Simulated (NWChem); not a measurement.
**A calculation on H₄Si**

```xyz
5

Si     0.0000     0.0000     0.0000
H      1.2187     0.0000     0.8618
H     -1.2187     0.0000     0.8618
H      0.0000    -1.2187    -0.8618
H      0.0000     1.2187    -0.8618
```
Charge 0, spin multiplicity 1.

The numbers come from NWChem runs, not from measurements. All single points use one geometry, from PBE0/def2-SVP, a minimum by its harmonic frequencies.

Symmetry labels belong to the abelian group C2v used in the runs, with the axes of the coordinates shown; states degenerate in a higher group split over its labels.

The structure started from a generated list of species.

### Question
List the lowest 5 singlet excitations that CIS/aug-cc-pVDZ gives, with oscillator strengths.

### Answer
```tsv
state	symmetry	energy (eV)	wavelength (nm)	f
1	b1	9.78	127	0.233
2	b2	9.78	127	0.232
3	a1	9.78	127	0.232
4	a2	9.87	126	0.000
5	b1	9.87	126	0.000
```
